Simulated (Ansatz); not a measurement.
in.yaml

```yaml
crystal:
  periodic: [false, false, false]
  atoms:
    - {symbol: O, position_ang: [0.000000, 0.000000, 0.357464]}
    - {symbol: Mg, position_ang: [0.000000, 0.000000, -1.953704]}
    - {symbol: H, position_ang: [0.000000, 0.000000, 1.596239]}
basis:
  gaussian: {orbitals: "6-31G*", point_charges: [{charge: -1.00, position_ang: [4.639, -0.023, -0.654]}]}
magnetization: {spin_polarized: false, initial_magnetization: 1}
correlation: {method: sc_nevpt2, electrons: outside_noble_gas, active_space: {window: {electrons: 7, orbitals: 5}}}
scf: {lower_state_search: off}
```

```sh
$ ansatz run in.yaml --threads 1 --pin off --events-out ev --progress --plain --max-ram 2393MiB
```

The program prints:

```
these checks for a lower state are left out or cut short: stability, starts, cluster_reference, orbital_swaps, neighbouring_geometries, increment
294 factors; integrals over basis functions are off by at most 9.5e-4 eV
mean field evaluation 1: about -7476.9023 eV, gradient 4.3e1 eV
mean field evaluation 2: about -7476.9064 eV, gradient 4.3e1 eV
mean field evaluation 4: about -7480.7517 eV, gradient 1.7e1 eV
mean field evaluation 8: about -7481.5902 eV, gradient 4.5e-1 eV
mean field -7481.59102748 eV, -274.9433990554 hartree, gradient 2.1e-6 eV, S^2 0.750000; 0 other end points of the search recorded, 0 dependent functions left out
reference -7481.59102748 eV, -274.9433990554 hartree; 11, 10 occupied and 25, 26 virtual orbitals, 294 factors
state -7482.54620596 eV, -274.9785012172 hartree
state -7482.54620596 eV, -274.9785012172 hartree; corrected -7487.25811933 eV, -275.1516608397 hartree
Total energy: -7487.25811933 eV, -275.1516608397 hartree
Checks for a lower state left out: stability, starts, cluster_reference, orbital_swaps, neighbouring_geometries, increment
```

Natural occupations: 1.9994 1.9990 1.9410 0.9998 0.0608.

Ran on 1 thread of Arm Neoverse V1, shared host: 0.79 s wall, 0.15 GiB peak host memory.
